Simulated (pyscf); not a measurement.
PySCF, gas phase, ωB97X-D3(BJ)/def2-SVP geometries. Correlated levels are frozen-core, on RHF or UHF. ΔMP2 is the change of the MP2 total energy from the triple- to the quadruple-zeta basis.

Question: For the elementary gas-phase step `[CH4]` + `[NH2][AlH2]` → `[CH3][AlH2]` + `[NH3]` (singlet surface; C–H, Al–N broken, Al–C, H–N formed), what barrier and reaction energy does CCSD(T)/def2-TZVPP + ΔMP2(QZVPP) give, measured from the separated reactants?

Answer: ΔE‡ = 131.1 kJ/mol, ΔE = +107.3 kJ/mol. Zero-point energy shifts the barrier by -2.4 kJ/mol. It is a four-centre exchange, with an imaginary mode of 1535i cm⁻¹. On the product side the descent ends in an adduct with a Al–N contact, 125.8 kJ/mol under the separated species and 139.3 kJ/mol under the saddle at ωB97X-D3(BJ)/def2-TZVP. What is counted as broken (Al–N) persists as a longer contact in the product adduct; parting that adduct is a step of its own. At the saddle there is also a short Al–H contact that neither side keeps. At ωB97X-D3(BJ) the barrier from the zero used here is 119.9 kJ/mol. This is the saddle that the search found; another between the same sides may lie lower. The CCSD(T) − MP2 part came from Ansatz, without density fitting, on the same reference.
